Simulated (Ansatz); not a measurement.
# COF2 (carbonyl fluoride): the energy, rung by rung

The species is COF2 (4 atoms), meant as a singlet with charge 0. SMILES: `O=C(F)F`. The coordinates come from a GFN2-xTB relaxation.

```tsv
atom	x (Å)	y (Å)	z (Å)
O	-1.2438	-0.1573	0.1539
C	-0.1025	-0.0132	0.0129
F	0.8510	-0.8234	0.4225
F	0.4953	0.9939	-0.5893
```

Quantity: the energy change with the C2–F3 bond stretched from 1.317 to 1.646 Å, in eV. The values are calculated.

```
                       level                   kind  program  value (eV)
      HF/STO-3G (restricted)           Hartree–Fock   Ansatz        1.47
   SVWN5/STO-3G (restricted)                    LDA   Ansatz        0.82
     PBE/STO-3G (restricted)                    GGA   Ansatz        0.54
  r2SCAN/STO-3G (restricted)               meta-GGA   Ansatz        0.70
   BHLYP/STO-3G (restricted)          global hybrid   Ansatz        1.08
 r2SCAN0/STO-3G (restricted)        hybrid meta-GGA   Ansatz        0.99
 RPA@PBE/STO-3G (restricted)                    RPA   Ansatz        0.44
     MP2/STO-3G (restricted)    perturbation theory   Ansatz        0.93
CCSDT(Q)/STO-3G (restricted)  coupled cluster or CI   Ansatz        0.61
  CCSDTQ/STO-3G (restricted)  coupled cluster or CI   Ansatz        0.61
```

The first shape isn't each level's own minimum. The values span 0.44 to 1.47 eV. All rows use very small basis sets, so even the best lies far from the true value.
